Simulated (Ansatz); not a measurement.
`CC1(F)CC1` → `C=CC(C)F`  (isomerisation)

Gas-phase electronic energies from Ansatz, PBE0-D4/def2-TZVP geometries. CBS: MP2 limit from def2 TZ/QZ plus the TZ coupled-cluster correction, frozen cores. Functionals use def2-TZVPP. HSE06 is defined as in plane-wave codes. Each species was taken in one conformer, which may not be the lowest.

`CC1(F)CC1`:

```xyz
12

C     0.714    0.089   -1.292
C    -0.169    0.416   -0.135
F    -0.793    1.630   -0.307
C     0.187    0.083    1.268
C    -0.970   -0.610    0.580
H     1.489    0.851   -1.409
H     1.200   -0.875   -1.137
H     0.133    0.039   -2.215
H     1.098   -0.474    1.450
H    -0.062    0.819    2.021
H    -0.862   -1.647    0.286
H    -1.966   -0.320    0.889
```

`C=CC(C)F`:

Cartesian coordinates in Å:
```
C 0.091 -1.876 0.626
C 0.603 -0.761 0.131
C 0.072 0.610 0.388
C -0.377 1.309 -0.876
F -0.999 0.552 1.266
H -0.771 -1.852 1.282
H 0.521 -2.842 0.393
H 1.472 -0.795 -0.523
H 0.847 1.208 0.886
H -0.748 2.308 -0.643
H 0.458 1.403 -1.573
H -1.170 0.736 -1.359
```

| level | ΔE (kJ/mol) | difference from CCSD(T)/CBS |
| --- | --- | --- |
| revPBE-D4 | -16.2 | 10.8 |
| BLYP-D4 | -37.2 | -10.2 |
| B97M-V | -14.6 | 12.4 |
| r2SCANh-D4 | -12.7 | 14.3 |
| r2SCAN0-D4 | -9.7 | 17.3 |
| HSE06-D4 | -8.0 | 19.0 |
| CAM-B3LYP-D4 | -22.7 | 4.3 |
| PBE | -13.1 | 13.9 |
| revPBE | -17.0 | 10.0 |
| r2SCAN0 | -9.6 | 17.4 |
| HF/def2-SVP | -29.0 | -2.0 |
| MP2/def2-SVP | -8.8 | 18.2 |
| CCSD(T)/def2-SVP | -20.4 | 6.6 |
| MP2/def2-TZVPP | -15.3 | 11.7 |
| SCS-MP2/def2-TZVPP | -23.0 | 4.0 |
| CCSD/CBS(def2) | -26.2 | 0.8 |
| CCSD(T)/CBS | -27.0 | 0 |

Task: What do rigid-rotor, harmonic-oscillator terms from PBE0-D4/def2-TZVP frequencies (298.15 K, 1 bar) make of the CCSD(T)/CBS value? (An estimate is asked.)

Result: Computed: ΔZPE = -1.1 kJ/mol, ΔH = -26.7 kJ/mol, ΔS = 12 J/(mol·K), ΔG = -30.4 kJ/mol.

Largest T1 diagnostic among the species: 0.011.

Leaving LDA and LC-ωPBE aside and taking each functional with its dispersion term where it has one, the values, not all of them listed here, spread over 30.1 kJ/mol, from BLYP-D4 to PBE-QIDH. LDA lies +15.7 kJ/mol from PBE without D4. In def2-TZVPP, CCSD(T) changes the Hartree–Fock value by +11.4 kJ/mol (the triples alone add −0.8 kJ/mol) and MP2 by +21.7 kJ/mol.

CCSD(T)/CBS has its own doubt, a few kJ/mol and more with outer-core shells, so smaller differences from it don't rank the levels.
